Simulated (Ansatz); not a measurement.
## CH₄AlB, SMILES [BH]1[CH2][AlH]1: an active-space calculation, step by step

With Ansatz 0.2.0 through its Python package.

Input file `ch4alb.xyz`:
```text
7

B    -0.97970   -0.06110   -0.56060
C    -0.03720    0.55730    0.55570
Al    0.91610   -0.79420   -0.29410
H    -1.99390    0.00390   -1.13580
H    -0.38210    0.33900    1.56940
H     0.29280    1.61590    0.34900
H     2.24520   -1.72880   -0.52950
```

Run as a notebook:

In [1]:
```python
import ansatz

geometry = ansatz.Crystal.molecule_from_extxyz('ch4alb.xyz')
```

In [2]:
```python
calc = (
    geometry.calculation()
    .basis(gaussian='cc-pVDZ')
    .scf(lower_state_search='light')
    .correlation(active_electrons=4, active_orbitals=5)
)
for method in [None]:
    summary = (calc if method is None else calc.correlation(method)).run(threads=1, pin='off').report
    space = summary['configurations']
    state = space['states'][0]
    print(method or 'casscf', f'total {summary["free_energy_ev"] / 27.211386246:.6f} Ha, active-space state {state["energy"]["hartree"]:.6f} Ha, mean field {summary["reference_energy_ev"] / 27.211386246:.6f} Ha')
    print('  determinants', state['n_determinants'], ' natural occupations', [round(n, 3) for n in space['natural_occupations']])
print('effectively unpaired electrons, sum of min(n, 2 - n):', round(sum(min(n, 2 - n) for n in space['natural_occupations']), 3))
```
```text
casscf total -306.713139 Ha, active-space state -306.713139 Ha, mean field -306.672891 Ha
  determinants 100  natural occupations [1.981, 1.921, 0.041, 0.038, 0.018]
effectively unpaired electrons, sum of min(n, 2 - n): 0.196
```

What to keep in mind:
- The settings weren't tested for convergence.
- The geometry is a force-field or estimated start, not a minimum of this method, and the basis set is short of its limit. The active space starts as a window about the frontier orbitals and is then optimised, not chosen by chemistry.
- Timing: 5.7 s on 1 thread of Arm Neoverse V1, with other jobs on the host, peak memory 0.17 GiB.
